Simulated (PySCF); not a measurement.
# PF3 (SMILES FP(F)F): a first try and a second

Wanted: energy and forces of PF3, LRC-wPBEh/aug-cc-pVDZ (density fitting, C-PCM water).

The calculation is run with PySCF 2.14.0.

5 further runs of the same task are left out: 2 that didn't finish, 3 set aside as unsound or not needed.

### 1 The molecule

PF3 has 4 atoms, charge 0, and is taken as a singlet. As SMILES, `FP(F)F`. Geometry: embedded from SMILES.

Bond lengths: F1–P2 1.718 Å, P2–F3 1.718 Å, P2–F4 1.718 Å. Angles: F1–P2–F3 93.8°, F1–P2–F4 93.8°, F3–P2–F4 93.8°.

### 2 First attempt

Contents of run.py:

```python
# PF3
from pyscf import gto, dft, solvent
from pyscf import df
from rdkit import Chem
from rdkit.Chem import AllChem

rd = Chem.AddHs(Chem.MolFromSmiles('FP(F)F'))
AllChem.EmbedMolecule(rd, randomSeed=986)
AllChem.UFFOptimizeMolecule(rd)
xyz = rd.GetConformer().GetPositions()
geom = [(a.GetSymbol(), tuple(x)) for a, x in zip(rd.GetAtoms(), xyz)]
for s, x in geom:
    print('%-2s %12.6f %12.6f %12.6f' % (s, *x))

mol = gto.Mole()
mol.atom = geom
mol.max_memory = 1860
mol.verbose = 3
mol.basis = 'aug-cc-pvdz'
mol.spin = 0
mol.build()

mf = dft.RKS(mol)
mf.xc = 'lrc-wpbeh'
mf = mf.density_fit(auxbasis=df.aug_etb(mol, beta=2.0))
mf = mf.PCM()
mf.with_solvent.method = 'C-PCM'
mf.with_solvent.eps = 78.3553  # water
mf.max_cycle = 6
mf.kernel()

e_tot = mf.e_tot
print('E(%s) = %.9f' % ('LRC-WPBEH', e_tot))
grad = mf.nuc_grad_method().kernel()
mf.analyze()
```

Started as:

```sh
$ OMP_NUM_THREADS=1 python run.py
```

What it wrote:

```text
F     -1.004802    -1.050869    -0.193113
P      0.011038     0.014432     0.692594
F      1.403164    -0.349002    -0.246113
F     -0.409401     1.385439    -0.253368

WARN: PCM is an experimental feature. It is still in testing.
Features and APIs may be changed in the future.

SCF not converged.
SCF energy = -640.615576577223
E(LRC-WPBEH) = -640.615576577
--------------- PCMDFRKS (+PCM) gradients ---------------
         x                y                z
0 F    -0.0252082296    -0.0264847614    -0.0250850838
1 P     0.0012444692     0.0016182635     0.0784158633
2 F     0.0343133815    -0.0090019566    -0.0264910895
3 F    -0.0103128058     0.0338834422    -0.0267121429
----------------------------------------------
**** MO energy ****
MO #1   energy= -77.3575138030316  occ= 2
MO #2   energy= -24.8087462026332  occ= 2
MO #3   energy= -24.8087423063646  occ= 2
MO #4   energy= -24.8087312519277  occ= 2
MO #5   energy= -6.8339342238675   occ= 2
MO #6   energy= -4.98687269547773  occ= 2
MO #7   energy= -4.98687239108686  occ= 2
MO #8   energy= -4.9807849323598   occ= 2
MO #9   energy= -1.33056935993693  occ= 2
MO #10  energy= -1.29359109581366  occ= 2
MO #11  energy= -1.29358373316164  occ= 2
MO #12  energy= -0.767855501002522 occ= 2
MO #13  energy= -0.61964339885243  occ= 2
MO #14  energy= -0.619636729918908 occ= 2
MO #15  energy= -0.585499953211308 occ= 2
MO #16  energy= -0.548398696192734 occ= 2
MO #17  energy= -0.548395161218919 occ= 2
MO #18  energy= -0.515133211984414 occ= 2
MO #19  energy= -0.515124870007971 occ= 2
MO #20  energy= -0.507132281904472 occ= 2
MO #21  energy= -0.441288518413781 occ= 2
MO #22  energy= 0.00694964420198507 occ= 0
MO #23  energy= 0.00696885652953291 occ= 0
MO #24  energy= 0.0599722020804787 occ= 0
MO #25  energy= 0.0821307454473974 occ= 0
MO #26  energy= 0.0985760731616984 occ= 0
MO #27  energy= 0.0985846163009445 occ= 0
MO #28  energy= 0.131663306875666  occ= 0
MO #29  energy= 0.202855580841921  occ= 0
MO #30  energy= 0.202861077321558  occ= 0
MO #31  energy= 0.236629468957061  occ= 0
MO #32  energy= 0.23797123002934   occ= 0
MO #33  energy= 0.237975619015929  occ= 0
MO #34  energy= 0.283108669549715  occ= 0
MO #35  energy= 0.311810384574446  occ= 0
MO #36  energy= 0.311822760403088  occ= 0
MO #37  energy= 0.316482345725375  occ= 0
MO #38  energy= 0.339567697349712  occ= 0
MO #39  energy= 0.33958046985787   occ= 0
MO #40  energy= 0.346343356943617  occ= 0
MO #41  energy= 0.376484279268872  occ= 0
MO #42  energy= 0.418161514917148  occ= 0
MO #43  energy= 0.418173412921489  occ= 0
MO #44  energy= 0.460095112577083  occ= 0
MO #45  energy= 0.46009650560694   occ= 0
MO #46  energy= 0.621760735564158  occ= 0
MO #47  energy= 0.737835334953009  occ= 0
MO #48  energy= 0.737836598217979  occ= 0
MO #49  energy= 0.772952099018405  occ= 0
MO #50  energy= 0.772968939898807  occ= 0
MO #51  energy= 0.781444226242455  occ= 0
MO #52  energy= 0.865283527040499  occ= 0
MO #53  energy= 0.865294517285963  occ= 0
MO #54  energy= 0.914383315674174  occ= 0
MO #55  energy= 1.11171237704186   occ= 0
MO #56  energy= 1.14710602561487   occ= 0
MO #57  energy= 1.14711076968771   occ= 0
MO #58  energy= 1.19393308147814   occ= 0
MO #59  energy= 1.25311354288703   occ= 0
MO #60  energy= 1.25311615667661   occ= 0
MO #61  energy= 1.3911625299292    occ= 0
MO #62  energy= 1.39116461720778   occ= 0
MO #63  energy= 1.39407962929936   occ= 0
MO #64  energy= 1.40898879101552   occ= 0
MO #65  energy= 1.40899576128305   occ= 0
MO #66  energy= 1.41452960295589   occ= 0
MO #67  energy= 1.45091016240929   occ= 0
MO #68  energy= 1.45091536953062   occ= 0
MO #69  energy= 1.4776648413242    occ= 0
MO #70  energy= 1.51766432817224   occ= 0
MO #71  energy= 1.51766764996332   occ= 0
MO #72  energy= 1.545384875555     occ= 0
MO #73  energy= 1.70395829614419   occ= 0
MO #74  energy= 1.70396688681924   occ= 0
MO #75  energy= 1.79343764769041   occ= 0
MO #76  energy= 1.9386293261795    occ= 0
MO #77  energy= 1.94106521784757   occ= 0
MO #78  energy= 1.94107243864899   occ= 0
MO #79  energy= 2.68779726188779   occ= 0
MO #80  energy= 2.68781045587896   occ= 0
MO #81  energy= 2.80024601052221   occ= 0
MO #82  energy= 4.41940712818847   occ= 0
MO #83  energy= 4.42358730972111   occ= 0
MO #84  energy= 4.42359786920471   occ= 0
MO #85  energy= 4.4878926888591    occ= 0
MO #86  energy= 4.52056405031875   occ= 0
MO #87  energy= 4.52057102154532   occ= 0
MO #88  energy= 4.57873016872902   occ= 0
MO #89  energy= 4.57873793874947   occ= 0
MO #90  energy= 4.60028272418214   occ= 0
MO #91  energy= 4.65091712462049   occ= 0
MO #92  energy= 4.65092467982564   occ= 0
MO #93  energy= 4.70431138553886   occ= 0
MO #94  energy= 4.7232110975754    occ= 0
MO #95  energy= 4.75439648899694   occ= 0
MO #96  energy= 4.75439958938187   occ= 0
 ** Mulliken atomic charges  **
charge of    0F =     -0.45913
charge of    1P =      1.37740
charge of    2F =     -0.45914
charge of    3F =     -0.45913
Dipole moment(X, Y, Z, Debye):  0.05027,  0.06651,  3.16673
```

Wall time 20 s (1 thread of Intel Xeon Platinum 8375C at 2.90GHz (Ice Lake), shared host); peak memory 0.93 GiB.

### 3 Reading the log

No converged result was reached.

The telling line is `SCF not converged.`. What is wrong: the iteration cap is too low for convergence. To mend it: iteration cap at its default in place of 6.

### 4 Second attempt

Contents of calc.py:

```python
import pyscf.grad
from pyscf import gto, dft, solvent
from pyscf import df
from rdkit import Chem
from rdkit.Chem import AllChem

rd = Chem.AddHs(Chem.MolFromSmiles('FP(F)F'))
AllChem.EmbedMolecule(rd, randomSeed=986)
AllChem.UFFOptimizeMolecule(rd)
xyz = rd.GetConformer().GetPositions()
geom = [(a.GetSymbol(), tuple(x)) for a, x in zip(rd.GetAtoms(), xyz)]
for s, x in geom:
    print('%-2s %12.6f %12.6f %12.6f' % (s, *x))

mol = gto.M(
    atom=geom,
    max_memory=1860,
    verbose=4,
    basis='aug-cc-pvdz',
    spin=0,
)

mf = dft.RKS(mol, xc='lrc-wpbeh')
mf = mf.density_fit(auxbasis=df.aug_etb(mol, beta=2.0))
mf = mf.PCM()
mf.with_solvent.method = 'C-PCM'
mf.with_solvent.eps = 78.3553
mf.kernel()

e_final = mf.e_tot
print(f'total energy: {e_final:.8f} hartree')
grad = mf.Gradients().kernel()
dip = mf.dip_moment()
pop, q = mf.mulliken_pop()
```

Started as:

```sh
$ OMP_NUM_THREADS=1 python calc.py
```

What it wrote:

```text
F     -1.004802    -1.050869    -0.193113
P      0.011038     0.014432     0.692594
F      1.403164    -0.349002    -0.246113
F     -0.409401     1.385439    -0.253368

PySCF version 2.14.0

[INPUT] num. atoms = 4
[INPUT] num. electrons = 42
[INPUT] charge = 0
[INPUT] spin (= nelec alpha-beta = 2S) = 0
[INPUT] symmetry False subgroup None
[INPUT] Mole.unit = angstrom
[INPUT] Symbol           X                Y                Z      unit          X                Y                Z       unit  Magmom
[INPUT]  1 F     -1.004801586341  -1.050868663958  -0.193112672285 AA   -1.898799807713  -1.985853967768  -0.364930061801 Bohr   0.0
[INPUT]  2 P      0.011037842211   0.014431649373   0.692593669755 AA    0.020858498786   0.027271864841   1.308812351444 Bohr   0.0
[INPUT]  3 F      1.403164279294  -0.349001559270  -0.246113486305 AA    2.651596195638  -0.659517364067  -0.465087084679 Bohr   0.0
[INPUT]  4 F     -0.409400535164   1.385438573855  -0.253367511165 AA   -0.773654886711   2.618099466994  -0.478795204964 Bohr   0.0

[... 44 lines left out ...]
WARN: PCM is an experimental feature. It is still in testing.
[... 14 lines left out ...]
Solvent Energy = -0.000175779419544608
[... 3 lines left out ...]
Solvent Energy = -0.025033932768815
[... 3 lines left out ...]
Solvent Energy = -0.00132481422551983
[... 3 lines left out ...]
Solvent Energy = -0.00937941638182451
[... 3 lines left out ...]
Solvent Energy = -0.00959395184974545
[... 3 lines left out ...]
Solvent Energy = -0.00959009822830483
[... 3 lines left out ...]
Solvent Energy = -0.00957565789810039
[... 3 lines left out ...]
Solvent Energy = -0.00957063159912197
[... 3 lines left out ...]
Solvent Energy = -0.00956910285256912
[... 3 lines left out ...]
Solvent Energy = -0.00956897602336944
[... 3 lines left out ...]
Solvent Energy = -0.00956894984995749
[... 1 line left out ...]
converged SCF energy = -640.615576672079
total energy: -640.61557667 hartree
[... 11 lines left out ...]
Dipole moment(X, Y, Z, Debye):  0.05022,  0.06647,  3.16512
[... 62 lines left out ...]
pop of  2 F 4py           0.06202
pop of  2 F 4pz           0.03691
pop of  2 F 3dxy          0.00036
pop of  2 F 3dyz          0.00016
pop of  2 F 3dz^2         0.00027
pop of  2 F 3dxz          0.00082
pop of  2 F 3dx2-y2       0.00048
pop of  2 F 4dxy          0.00254
pop of  2 F 4dyz          0.00154
pop of  2 F 4dz^2         0.00251
pop of  2 F 4dxz          0.00403
pop of  2 F 4dx2-y2       0.00284
pop of  3 F 1s            2.00623
pop of  3 F 2s            0.89567
pop of  3 F 3s            1.03891
pop of  3 F 4s            0.06953
pop of  3 F 2px           1.14173
pop of  3 F 2py           1.04657
pop of  3 F 2pz           1.10340
pop of  3 F 3px           0.70134
pop of  3 F 3py           0.64499
pop of  3 F 3pz           0.67461
pop of  3 F 4px           0.06130
pop of  3 F 4py           0.03393
pop of  3 F 4pz           0.03662
pop of  3 F 3dxy          0.00038
pop of  3 F 3dyz          0.00080
pop of  3 F 3dz^2         0.00027
pop of  3 F 3dxz          0.00018
pop of  3 F 3dx2-y2       0.00046
pop of  3 F 4dxy          0.00257
pop of  3 F 4dyz          0.00397
pop of  3 F 4dz^2         0.00253
pop of  3 F 4dxz          0.00161
pop of  3 F 4dx2-y2       0.00278
 ** Mulliken atomic charges  **
charge of    0F =     -0.47032
charge of    1P =      1.41104
charge of    2F =     -0.47034
charge of    3F =     -0.47037
```

Run time: 25 s. Hardware: 1 thread of Intel Xeon Platinum 8375C at 2.90GHz (Ice Lake), shared host; peak memory 0.93 GiB.

### 5 Summary of results

Level: LRC-wPBEh/aug-cc-pVDZ (density fitting, C-PCM water).

| quantity | value |
| --- | --- |
| total energy | -640.61558 Eh |
| dipole moment | 3.17 D |
| HOMO energy | -12.01 eV |
| LUMO energy | 0.19 eV |
| HOMO–LUMO gap | 12.20 eV |
| solvent term in the energy | -25.1 kJ/mol |
| largest force on an atom | 4.034 eV/Å |

What this shows: Mulliken charges run from -0.47 on F4 to +1.41 on P2; in a basis this large or diffuse they mean little. The largest force is 4.03 eV/Å: the shape isn't a stationary point for this species at this level.
